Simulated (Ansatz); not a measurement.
`OC1(F)COC1`, charge 0, multiplicity 1.

(1) Give a relaxed structure at PBE0-D4/def2-TZVP (Ansatz). (An estimate is asked.)

Answers

(1) Ansatz gave: 
Cartesian coordinates in Å:
```
O 0.115 -1.722 0.396
C 0.033 -0.562 -0.345
F 0.047 -0.961 -1.638
C 1.002 0.579 -0.013
O -0.086 1.386 0.461
C -1.069 0.445 0.005
H 0.111 -1.497 1.331
H 1.742 0.372 0.765
H 1.489 1.009 -0.894
H -1.623 0.807 -0.866
H -1.762 0.145 0.797
```
Point group Cs.
This is one stationary point; other conformers may exist.
